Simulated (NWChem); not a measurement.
# nitrous oxide (N2O); SMILES N#[N+][O-]

```xyz
3

N      0.0000     0.0000    -1.2131
N      0.0000     0.0000    -0.0672
O      0.0000     0.0000     1.1203
```
Atoms are numbered in this order, from 1.

All runs: NWChem. Pople sets run with spherical d functions. Medium grid unless said otherwise, to which SCAN and Minnesota functionals are sensitive. Structure relaxed at the PBE-D3(BJ)/def2-SVP level. B3LYP is NWChem's, with the RPA form of VWN correlation. Total energies of different functionals are on different scales.

```json
[
 {"level": "B3LYP/6-31G*", "energy (Ha)": "-184.6559", "highest occupied level (eV)": "-9.28", "orbital gap (eV)": "8.69", "dipole (D)": "0.05"},
 {"level": "PBE/6-31G*", "energy (Ha)": "-184.4856", "highest occupied level (eV)": "-8.04", "orbital gap (eV)": "6.71", "dipole (D)": "0.23"},
 {"level": "LDA (Slater exchange, PW92)/6-31G*", "energy (Ha)": "-183.2670", "highest occupied level (eV)": "-8.26", "orbital gap (eV)": "6.66", "dipole (D)": "0.23"},
 {"level": "RPBE/6-31G*", "energy (Ha)": "-184.6822", "highest occupied level (eV)": "-7.95", "orbital gap (eV)": "6.73", "dipole (D)": "0.24"},
 {"level": "PW91/6-31G*", "energy (Ha)": "-184.6205", "highest occupied level (eV)": "-8.09", "orbital gap (eV)": "6.69", "dipole (D)": "0.22"},
 {"level": "SCAN/6-31G*", "energy (Ha)": "-184.5914", "highest occupied level (eV)": "-8.49", "orbital gap (eV)": "7.23", "dipole (D)": "0.15"},
 {"level": "HCTH/407/6-31G*", "energy (Ha)": "-184.6315", "highest occupied level (eV)": "-8.27", "orbital gap (eV)": "6.77", "dipole (D)": "0.20"},
 {"level": "M06-L/6-31G*", "energy (Ha)": "-184.6572", "highest occupied level (eV)": "-8.55", "orbital gap (eV)": "7.27", "dipole (D)": "0.16"},
 {"level": "BHandHLYP/6-31G*", "energy (Ha)": "-184.5433", "highest occupied level (eV)": "-10.97", "orbital gap (eV)": "11.85", "dipole (D)": "0.20"}
]
```
